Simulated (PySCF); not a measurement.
Compound: CF3NH2.
Cartesian coordinates in Å at the PBE0-D3(BJ)/def2-SVP level; atoms count from 1:
```xyz
7
CH2F3N angstrom
N      0.7728   -0.3367   -0.3414
C     -0.4153    0.2904    0.0270
F     -1.3507    0.0869   -0.8985
F     -0.2200    1.5993    0.1701
F     -0.9412   -0.1409    1.1964
H      0.6423   -1.3331   -0.4874
H      1.5120   -0.1660    0.3337
```

Level of theory: delta-SCF UKS SCAN, pcX-2 on the ionised atom, pcseg-1 elsewhere, spin-free X2C (PySCF 2.14.0). Each binding energy is the total energy of the core-ionised species, with the hole localised on one atom, minus that of the ground state; both are solved self-consistently, so orbital relaxation is included.

One binding energy is withheld.

```
 atom(s)  bonded to  level  binding energy (eV)
      C2  3 F and N   C 1s               299.31
      N1  C and 2 H   N 1s               406.92
F3/F4/F5          C   F 1s                    ?
```

Question: Fill in F 1s for F3/F4/F5.

Answer: 694.27 eV (fluorine of a CF3 group).

Question: Which effective nuclear charge Zeff reproduces each element's mean 1s value in the hydrogen-like formula E = 13.606 eV × Zeff²?

Answer: C (Z = 6): mean 299.3 eV, Zeff = 4.69, Z − Zeff = 1.31; N (Z = 7): mean 406.9 eV, Zeff = 5.47, Z − Zeff = 1.53; F (Z = 9): mean 694.3 eV, Zeff = 7.14, Z − Zeff = 1.86. Means run over the listed sites, weighted by atom count.

Topologically equivalent atoms share the value of their first member; where this conformer doesn't relate them by symmetry, their own values could differ. Geometry: PBE0-D3(BJ)/def2-SVP; no solvent, vibrations or thermal averaging.
